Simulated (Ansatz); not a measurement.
A made-up structure of BH₂O₂ (charge +1), closed shell:

O1  (-1.006, -0.188, -0.951)
B2  (-0.097, 0.063, 0.060)
O3  (0.684, 0.398, 1.152)
H4  (-1.183, -0.662, -1.817)
H5  (1.602, 0.389, 1.556)
(Å)

It is relaxed with PBE-D4/def2-SVP and then PBE0-D4/def2-TZVP (Ansatz 0.2.0). Atoms count as bonded within 1.22 times the sum of their covalent radii (H–H: 0.88 Å). The end point is not checked to be a true minimum.

**Question.** Does its bonding change? (A judgement: the text doesn't fix the answer.)

**Answer.** By the calculation: No: no bond forms or breaks.

Where it ends: The first stage lowers the energy by 0.97 eV in 8 steps. It ends as BH₂O₂ ([OH][B][OH]), total charge +1:
```tsv
atom	x (Å)	y (Å)	z (Å)
O1	-0.8440	0.0078	-0.9467
B2	-0.0864	0.0565	0.0537
O3	0.5565	0.1800	1.1253
H4	-1.0882	-0.6955	-1.5648
H5	1.4620	0.4511	1.3324
```

Labels in which every atom is bracketed show which atoms are joined, not bond orders.

For scale, one of the runs: PBE0-D4/def2-TZVP relaxation, 105 basis functions, launched by `ansatz run in.yaml --threads 2 --pin off --events-out ev --progress --plain --max-ram 4352MiB`. Hardware: 2 CPU threads of an Arm Neoverse V2, shared host. Wall time about 6 s.
